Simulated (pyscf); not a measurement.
SnH₄ + H₂S → HS–SnH₃ + hydrogen (H₂), a four-centre exchange (singlet surface; H–Sn, H–S broken, S–Sn, H–H formed). Structures and frequencies: ωB97X-D3(BJ)/def2-SVP in PySCF. Energies in eV from the separated reactants.

Small-basis levels: PySCF, no dispersion term, spherical d functions. 

Task: In single points B3LYP/LANL2DZ puts the saddle at 1.81 eV and the reaction energy at -0.41 eV. Should these be trusted to within a few kcal/mol? Compare with ωB97M-D3(BJ)/def2-TZVP.

Result: ωB97M-D3(BJ)/def2-TZVP gives ΔE‡ = 1.88 eV and ΔE = -0.34 eV. B3LYP/LANL2DZ lies 0.07 eV under it in the barrier and 0.08 eV under it in the reaction energy, so on this step it holds to within 0.13 eV. ωB97M-D3(BJ)/def2-TZVP has limits of its own. One saddle was located; it need not be the lowest between these sides. In the def2 sets elements past Kr carry core potentials, without spin-orbit coupling.
